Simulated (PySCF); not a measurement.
# C2H4S: the cost of one run

Method: levels as typed in each script, gas phase, geometry from GFN2-xTB; program: PySCF 2.14.0.

1 further run of the same task is left out (it didn't finish).

### Step 1. Starting geometry

SMILES `C1SC1`, 7 atoms, charge 0, spin multiplicity 1.

Bond lengths: C1–S2 1.799 Å, C1–C3 1.480 Å, C1–H4 1.081 Å, C1–H5 1.081 Å, S2–C3 1.799 Å, C3–H6 1.081 Å, C3–H7 1.081 Å. Angles: S2–C1–C3 65.7°, S2–C1–H4 115.0°, S2–C1–H5 115.1°, C3–C1–H4 118.7°, C3–C1–H5 118.7°, H4–C1–H5 114.6°, C1–S2–C3 48.6°, C1–C3–S2 65.7°, C1–C3–H6 118.7°, C1–C3–H7 118.7°, S2–C3–H6 115.0°, S2–C3–H7 115.0°, H6–C3–H7 114.5°.

Geometry (Å):

```xyz
7

C     0.7866   -0.7401    0.0000
S    -0.8535    0.0000    0.0000
C     0.7866    0.7400    0.0000
H     1.0542   -1.2598    0.9098
H     1.0545   -1.2596   -0.9098
H     1.0540    1.2600    0.9098
H     1.0543    1.2598   -0.9098
```

### Step 2. Stretching a bond (def2-svpd)

Input file input.py:

```python
import numpy as np
from pyscf import gto, scf, mcscf

mol = gto.M(atom='''
C      0.78657    -0.74008     0.00002
S     -0.85350    -0.00001    -0.00002
C      0.78659     0.74005     0.00002
H      1.05422    -1.25982     0.90983
H      1.05450    -1.25961    -0.90978
H      1.05402     1.25999     0.90983
H      1.05431     1.25978    -0.90978
''', basis='def2-svpd', charge=0, spin=0, verbose=4)
# stretch the bond between atoms 1 and 5, from long to short, fragments rigid
a, b, move = 0, 4, [4]
xyz = mol.atom_coords(unit='Angstrom')
u = xyz[b] - xyz[a]
r0 = np.linalg.norm(u)
rows, last, dm_u = [], None, None
for r in [3.0, 2.35, 1.93, 1.66, 1.44, 1.28, 1.18, 1.07, 0.98]:
    new = xyz.copy()
    new[move] += u / r0 * (r - r0)
    m = mol.set_geom_(new, unit='Angstrom', inplace=False)
    rhf = scf.RHF(m).density_fit(auxbasis='def2-universal-jkfit').run()
    uhf = scf.UHF(m).density_fit(auxbasis='def2-universal-jkfit').newton()
    if dm_u is None:
        c = rhf.mo_coeff
        h = m.nelectron // 2 - 1
        ca, cb = c.copy(), c.copy()
        ca[:, h], cb[:, h] = (c[:, h] + c[:, h + 1]) / 2**.5, (c[:, h] - c[:, h + 1]) / 2**.5
        dm_u = np.array([x[:, :h + 1] @ x[:, :h + 1].T for x in (ca, cb)])
    uhf.kernel(dm0=dm_u)
    for _ in range(3):
        c, _, stable, _ = uhf.stability(return_status=True)
        if stable:
            break
        uhf.kernel(c, uhf.mo_occ)
    dm_u = uhf.make_rdm1()
    mc = mcscf.CASSCF(rhf, 2, 2)
    mc.natorb = True
    mc.fix_spin_(ss=0)
    guess = mcscf.addons.make_natural_orbitals(uhf)[1] if last is None else mcscf.project_init_guess(mc, last.mo_coeff, last.mol)
    mc.kernel(guess)
    last = mc
    act = slice(mc.ncore, mc.ncore + mc.ncas)
    print('r %.3f  RHF %.6f  UHF %.6f  <S^2> %.3f  CASSCF %.6f  occupations' % (r, rhf.e_tot, uhf.e_tot, uhf.spin_square()[0], mc.e_tot), mc.mo_occ[act].round(4))
    rows.append((new, rhf.e_tot, uhf.e_tot, uhf.spin_square()[0], mc.e_tot, mc.mo_occ[act], mc.mo_coeff[:, act], dm_u[0] - dm_u[1], rhf.converged and uhf.converged and mc.converged))
    np.savez('result.npz', **{k: [row[i] for row in rows] for i, k in enumerate('xyz rhf uhf s2 cas occ c spin ok'.split())})
```

Launch:

```
> OMP_NUM_THREADS=1 python input.py
```

Q: Estimate wall time and peak memory on 1 thread of Arm Neoverse V2, shared host.

About 5.2 min, with a peak of 0.24 GiB.
